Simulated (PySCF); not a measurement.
Gas-phase reaction: 4 SiHCl + 4 H2 → 3 SiH4 + SiCl4

Computed with PySCF (xtb for GFN2) and rigid-rotor harmonic-oscillator thermochemistry at 1 bar. † marks an energy on the PBE0/def2-TZVP geometry and frequencies; other levels use their own. CCSD(T) freezes the core. 6-31G* has spherical d functions here. All species are closed-shell singlets. B3LYP is the form with VWN-RPA correlation. SiHCl: computed as isolated molecules; such fragments, hydroxides, amides, oligomers or adducts are transient or little studied in the gas. CCSD(T) isn't extrapolated to the basis-set limit; its ΔH°(298 K) is -813.6 kJ in def2-SVP and -803.5 kJ in def2-TZVPP. The harmonic model lacks anharmonicity and excited electronic states, which grow with temperature; levels with a mode under 35 cm⁻¹ are left out.

```
level                ΔE electronic, kJ  ΔH°(298 K), kJ  ΔS°(298 K), J/K  ΔG°(1600 K), kJ
-------------------  -----------------  --------------  ---------------  ---------------
B3LYP/def2-TZVP†                  -810            -758             -581              194
CCSD(T)/def2-SVP†                 -865            -814             -581              138
CCSD(T)/def2-TZVPP†               -855            -804             -581              148
GFN2-xTB                          -911            -850             -571               75
HF/6-31G*                         -870            -812             -586              157
M06-2X/def2-TZVP†                 -825            -774             -581              178
PBE/def2-SVP                      -858            -808             -581              141
PBE0/def2-TZVP                    -887            -835             -581              117
r2SCAN/def2-TZVP†                 -914            -862             -581               90
LDA/def2-TZVP†                    -946            -894             -581               58
ωB97X-V/def2-TZVP†                -919            -867             -581               85
```
ΔH° is lowest at LDA/def2-TZVP† and highest at B3LYP/def2-TZVP†. No reference value is set beside these.
